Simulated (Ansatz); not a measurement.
C2H6N2O can be A, `N=C(O)CN`, or B, `CNC(N)=O`.

Gas-phase electronic energies from Ansatz, PBE0-D4/def2-TZVP geometries. CCSD(T)/CBS is the MP2 limit (def2-TZVPP, def2-QZVPP) plus CCSD(T) − MP2 in def2-TZVPP, frozen cores. DFT in def2-TZVPP. B3LYP here is the variant with VWN-RPA as its local correlation; programs differ in this. Each species was taken in one conformer, which may not be the lowest.

(1) Which isomer does CCSD(T)/CBS put lower? Give the gap. (An estimate is asked.)

(2) Give E(B) − E(A) in kcal/mol with B3LYP-D4, r2SCAN-D4, B3LYP, ωB97M-V, MP2/def2-TZVPP, PBE0-D4, B2PLYP. (An estimate is asked.)

Largest T1 diagnostic: 0.013.

Answers

(1) Computed: B, by 18.4 kcal/mol.

(2) Ansatz gave: B3LYP-D4 -21.4, r2SCAN-D4 -21.9, B3LYP -21.5, ωB97M-V -19.9, MP2/def2-TZVPP -19.6, PBE0-D4 -21.5, B2PLYP -20.9. None reverses the order clearly.

In def2-TZVPP, CCSD(T) changes the Hartree–Fock value by +4.5 kcal/mol (the triples alone add +0.4 kcal/mol) and MP2 by +3.2 kcal/mol.
